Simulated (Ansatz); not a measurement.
Geometry optimisation, RKS r2SCANh-D4/def2-SVP (Ansatz 0.2.0).

input.yaml

```yaml
crystal:
  periodic: [false, false, false]
  atoms:
    - { symbol: F, position_ang: [0.88963, -1.20356, 1.60085] }
    - { symbol: C, position_ang: [0.0115, -0.41239, 1.15491] }
    - { symbol: Si, position_ang: [-0.17171, 0.3027, -0.53504] }
    - { symbol: H, position_ang: [0.58313, 1.49582, -0.88901] }
    - { symbol: H, position_ang: [-0.81221, -0.53792, -1.53632] }
total_charge: 1
basis:
  gaussian: { orbitals: def2-SVP }
hamiltonian:
  xc: r2scanh
  dispersion: d4
relax:
  f_tol: 0.015
  max_steps: 40
```

Command:

```bash
$ ansatz run input.yaml --threads 1 --pin off --max-ram 2048MiB --backend cpu --events-out ev --progress --plain --runs-dir out
```

Q: Where does it end, and by what steps?

A: The run converged. Limits of this set-up: the dipole of an ion depends on the origin. After 8 steps the energy has fallen by 0.739 eV; Si3 moved furthest, 0.39 Å.

```
step  energy less start (eV)  largest force component (eV/Å)  accepted
   0                  0.0000                           1.133       yes
   1                 -0.4152                           1.306       yes
   2                 -0.5861                           1.381       yes
   3                 -0.6276                           3.343       yes
   4                 -0.7083                           0.955       yes
   5                 -0.7269                           0.240       yes
   6                 -0.7370                           0.140       yes
   7                 -0.7387                           0.050       yes
   8                 -0.7390                           0.015       yes
```

```xyz
5
Properties=species:S:1:pos:R:3
F 0.695 -1.115 1.817
C 0.234 -0.478 0.882
Si 0.117 0.156 -0.746
H 0.461 1.596 -0.719
H -1.006 -0.514 -1.439
```

The run took 34 s on 1 thread of Arm Neoverse N1, on a shared host, peak memory 0.13 GiB.
